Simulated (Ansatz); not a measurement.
Input for Ansatz (a program for electronic structure): R-PBE0/def2-TZVPPD on C2H4 (SMILES C=C). Files ending in .json are basis or fitting sets from the Basis Set Exchange.

Ansatz 0.2 input:
```yaml
crystal:
  periodic: [false, false, false]
  atoms:
    - {symbol: H, position_ang: [-0.92396100, 1.23195600, 1.75000000]}
    - {symbol: H, position_ang: [0.92396100, 1.23195600, 1.75000000]}
    - {symbol: H, position_ang: [0.92396100, -1.23195600, 1.75000000]}
    - {symbol: H, position_ang: [-0.92396100, -1.23195600, 1.75000000]}
    - {symbol: C, position_ang: [0.00000000, 0.66717600, 1.75000000]}
    - {symbol: C, position_ang: [-0.00000000, -0.66717600, 1.75000000]}
basis:
  gaussian:
    orbitals: def2-TZVPPD.json
hamiltonian:
  xc: {name: PBE0}
scf: {lower_state_search: off}
```

Output:

```
WARN ansatz: RAYON_NUM_THREADS=2 ignored (pool sized by the plan → 2); use --threads N
Functional definition: PBE0
these checks for a lower state are left out or cut short: stability, starts, cluster_reference, orbital_swaps, neighbouring_geometries, increment
integrals: 0.03 GiB planned
584 factors; their error is unknown
mean field: 0.40 GiB planned
mean field evaluation 1: about -2131.7097 eV, gradient 4.5e1 eV
mean field evaluation 2: about -2130.9025 eV, gradient 4.7e1 eV
mean field evaluation 4: about -2136.4690 eV, gradient 2.7e-1 eV
mean field evaluation 8: about -2136.4626 eV, gradient 2.6e-3 eV
mean field -2136.46258212 eV, -78.5135517466 hartree, gradient 8.2e-7 eV, S^2 0.000000; 0 other end points of the search recorded, 0 dependent functions left out
reference -2136.46260396 eV, -78.5135525491 hartree; 8, 8 occupied and 134, 134 virtual orbitals, 584 factors
Total energy: -2136.46260396 eV, -78.5135525491 hartree
Checks for a lower state left out: stability, starts, cluster_reference, orbital_swaps, neighbouring_geometries, increment
```

Self-consistency was reached.

Cost: roughly 1.5 core-seconds.
